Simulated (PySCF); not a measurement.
Ligands exchanged one at a time, Al F-OH. Gas-phase values, no solvent. One relaxed conformer stands for each flexible species; it need not be the lowest. Strings in code marks are SMILES.

The LUMO from two functionals at the same geometries (PBE0-D3(BJ)/def2-TZVP), both in PySCF: PBE-D3(BJ)/def2-TZVP and PBE0-D3(BJ)/def2-TZVP. 

```
species                                         PBE-D3(BJ)/def2-TZVP (eV)
----------------------------------------------  -------------------------
0 of 3 F replaced by OH (`[F][Al]([F])[F]`)                         -2.39
1 of 3 F replaced by OH                                             -1.97
2 of 3 F replaced by OH                                             -1.61
3 of 3 F replaced by OH (`[OH][Al]([OH])[OH]`)                      -1.29
```

Problem. What does PBE0-D3(BJ)/def2-TZVP give for each?

Solution. 
- 0 of 3 F replaced by OH (`[F][Al]([F])[F]`): -1.49
- 1 of 3 F replaced by OH: -1.09
- 2 of 3 F replaced by OH: -0.74
- 3 of 3 F replaced by OH (`[OH][Al]([OH])[OH]`): -0.43
Over these rows, drawn at random from the members with no instability flagged (it was tested for open shells, ions and some series alone), PBE minus PBE0-D3(BJ): mean -0.88 eV, from -0.89 eV to -0.86 eV.
